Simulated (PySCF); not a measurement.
## Partial charges of `C=C(F)CN`

C3H6FN.
Structure used (PBE0-D3(BJ)/def2-SVP), in Å, numbered top down from 1:
```
atom  x, y, z in Å
C1     1.776    0.262    0.188
C2     0.556   -0.226    0.396
F3     0.197   -0.635    1.624
C4    -0.566   -0.380   -0.582
N5    -1.791    0.298   -0.206
H6     2.503    0.323    1.000
H7     2.062    0.601   -0.807
H8    -0.228   -0.028   -1.568
H9    -0.784   -1.457   -0.692
H10   -1.613    1.293   -0.078
H11   -2.110   -0.051    0.696
```

Density: PBE0/pcSseg-1 (PySCF); schemes: Mulliken, IAO, Hirshfeld and ESP-fitted. Isolated species at its PBE0-D3(BJ)/def2-SVP geometry (one conformer only).

At which atom do the 4 schemes differ most?

At N5: from -0.955 (ESP-fitted) to -0.239 e (Hirshfeld), 0.716 e apart.

Which atoms carry the lowest charge in the Mulliken, IAO, Hirshfeld and ESP-fitted schemes?

All schemes agree: Mulliken N5 (-0.443); IAO N5 (-0.563); Hirshfeld N5 (-0.239); ESP-fitted N5 (-0.955).

Do the Mulliken, IAO, Hirshfeld and ESP-fitted schemes agree on where the charge is highest?

The schemes don't all agree: Mulliken H11 (+0.178); IAO C2 (+0.278); Hirshfeld H10 (+0.108); ESP-fitted H10 (+0.372).

Give the atomic charges in each scheme.

In e:

```json
{"atom": "C1", "environment": "terminal =CH2 carbon", "Mulliken": "-0.234", "IAO": "-0.390", "Hirshfeld": "-0.141", "ESP-fitted": "-0.670"}
{"atom": "C2", "environment": "vinylic C–F carbon", "Mulliken": "+0.115", "IAO": "+0.278", "Hirshfeld": "+0.083", "ESP-fitted": "+0.169"}
{"atom": "F3", "environment": "vinyl fluorine", "Mulliken": "-0.281", "IAO": "-0.279", "Hirshfeld": "-0.085", "ESP-fitted": "-0.159"}
{"atom": "C4", "environment": "sp3 carbon bound to nitrogen", "Mulliken": "-0.046", "IAO": "-0.169", "Hirshfeld": "-0.033", "ESP-fitted": "+0.309"}
{"atom": "N5", "environment": "primary amine nitrogen", "Mulliken": "-0.443", "IAO": "-0.563", "Hirshfeld": "-0.239", "ESP-fitted": "-0.955"}
{"atom": "H6", "environment": "vinylic hydrogen", "Mulliken": "+0.135", "IAO": "+0.164", "Hirshfeld": "+0.049", "ESP-fitted": "+0.265"}
{"atom": "H7", "environment": "vinylic hydrogen", "Mulliken": "+0.133", "IAO": "+0.159", "Hirshfeld": "+0.051", "ESP-fitted": "+0.231"}
{"atom": "H8", "environment": "methylene hydrogen", "Mulliken": "+0.128", "IAO": "+0.151", "Hirshfeld": "+0.052", "ESP-fitted": "+0.039"}
{"atom": "H9", "environment": "methylene hydrogen", "Mulliken": "+0.143", "IAO": "+0.155", "Hirshfeld": "+0.049", "ESP-fitted": "+0.035"}
{"atom": "H10", "environment": "N–H hydrogen", "Mulliken": "+0.170", "IAO": "+0.244", "Hirshfeld": "+0.108", "ESP-fitted": "+0.372"}
{"atom": "H11", "environment": "N–H hydrogen", "Mulliken": "+0.178", "IAO": "+0.249", "Hirshfeld": "+0.107", "ESP-fitted": "+0.364"}
```

Mean size of the charges over all atoms: ESP-fitted 0.324 e, IAO 0.255 e, Mulliken 0.182 e, Hirshfeld 0.091 e. Each set sums to the total charge, 0, to within 0.001 e. The ESP scheme fits charges at the nuclei, held to the total charge, to the electrostatic potential on points at 1.4 to 2.0 times the van der Waals radii.

How many electrons does the Hirshfeld scheme count on C4?

Z − q = 6 − (-0.033) = 6.033.

Sum the charges by element, for elements with more than one atom.

```
element  atoms  Mulliken     IAO  Hirshfeld  ESP-fitted
      C      3    -0.164  -0.280     -0.091      -0.193
      H      6    +0.888  +1.122     +0.415      +1.306
```

How closely do the schemes follow one another over all atoms?

Correlation coefficient and root-mean-square difference: IAO with Hirshfeld 0.99, 0.177 e; Mulliken with IAO 0.97, 0.092 e; Mulliken with Hirshfeld 0.97, 0.108 e; Hirshfeld with ESP-fitted 0.92, 0.322 e; Mulliken with ESP-fitted 0.87, 0.255 e; IAO with ESP-fitted 0.86, 0.226 e.
